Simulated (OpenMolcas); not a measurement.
A ladder of methods for PH (SMILES [PH])

The species is PH (2 atoms), meant as a triplet with charge 0. As SMILES, `[PH]`. The coordinates come from a GFN2-xTB relaxation.

```xyz
2

P     0.0000    0.0000    0.0000
H     0.0000    0.0000    1.3991
```

Quantity: the energy change with the P1–H2 bond stretched from 1.399 to 2.500 Å, in eV. The values are calculated.

| level | kind | program | value (eV) | less FCI/6-31G* |
| --- | --- | --- | --- | --- |
| ROHF/6-31G* (spherical functions) | Hartree–Fock | OpenMolcas | 3.54 | +1.43 |
| USVWN5/6-31G* (spherical functions) | LDA | OpenMolcas | 2.56 | +0.45 |
| UPBE/6-31G* (spherical functions) | GGA | OpenMolcas | 2.51 | +0.40 |
| U-r2SCAN/6-31G* (spherical functions) | meta-GGA | OpenMolcas | 2.51 | +0.40 |
| UPBE0/6-31G* (spherical functions) | global hybrid | OpenMolcas | 2.61 | +0.50 |
| CASSCF(6,5)/6-31G* (spherical functions) | multireference | OpenMolcas | 2.06 | -0.05 |
| ROCCSD(T)/6-31G* (spherical functions) | coupled cluster or CI | OpenMolcas | 2.15 | +0.04 |
| FCI/6-31G* (spherical functions) | exact in the basis | OpenMolcas | 2.11 | 0.00 |

FCI/6-31G* (spherical functions) is exact within its basis and frozen core, so for wave-function methods in that basis the difference is their error; functionals converge differently with the basis, so for them it is only a difference. The first shape isn't each level's own minimum. The values span 2.06 to 3.54 eV. Spin contamination of the reference (⟨S²⟩ at least 0.1 too high) touches USVWN5/6-31G*, UPBE/6-31G*, U-r2SCAN/6-31G*, UPBE0/6-31G*.
